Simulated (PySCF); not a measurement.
**input.py for ClH2⁻**

Input:

```python
from pyscf import gto, scf

mol = gto.M(
    atom='Cl 0 0 -0.0231; H 0 0 2.1939; H 0 0 -1.3928',
    basis='6-31+g*',
    charge=-1,
    spin=0,
    verbose=3,
)
mf = scf.UHF(mol)
mf.kernel()
mf.dip_moment()
print('orbital energies (hartree):', [e[max(0, n-3):n+3].round(4) for e, n in zip(mf.mo_energy, mol.nelec)])
```

```bash
$ OMP_NUM_THREADS=1 python input.py
```

Output:

```
converged SCF energy = -460.507516465198  <S^2> = 1.8064306e-09  2S+1 = 1

WARN: System has nonzero charge -1; the dipole moment is origin-dependent.
Location of origin: [0. 0. 0.]

Dipole moment(X, Y, Z, Debye): -0.00000, -0.00000, -8.03972
orbital energies (hartree): [array([-0.2627, -0.2627, -0.017 ,  0.2446,  0.2955,  0.2955]), array([-0.2627, -0.2627, -0.0171,  0.2446,  0.2955,  0.2955])]
```

In short: E(SCF) = -460.507516 Eh.

Run time: 1 s on 1 thread of Arm Neoverse N1 (shared host).

The dipole of an ion depends on the origin. No search for the lowest solution was made.
